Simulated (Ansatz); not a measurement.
Input for Ansatz (development build ahead of 0.2.0):

```yaml
crystal:
  periodic: [false, false, false]
  atoms:
    - { symbol: O, position_ang: [0.0, 0.0, 0.0] }
    - { symbol: O, position_ang: [0.0, 0.0, 1.36] }
basis:
  gaussian: { orbitals: def2-SVP }
magnetization:
  initial_magnetization: 2
hamiltonian:
  xc: hf
correlation:
  method: mp2
  frozen_orbitals: { O: 1 }
output:
  forces: true
```

The input is written out in the form of the current development build from the run's settings. Correlation on restricted open-shell orbitals is semicanonical, with singles.

The run gave:

- Converged: yes
- Reference energy: -149.43640 hartree
- Correlation energy: -0.32716 hartree
- Total energy: -149.76356 hartree
- Spin squared of the determinant: 2.000
- Stability test: minimum among restricted orbitals

Forces (eV/Å):
```csv
atom,Fx,Fy,Fz
O1,0.000,0.000,10.729
O2,0.000,0.000,-10.729
```

Caution: bonds are stretched, where a single reference can fail.
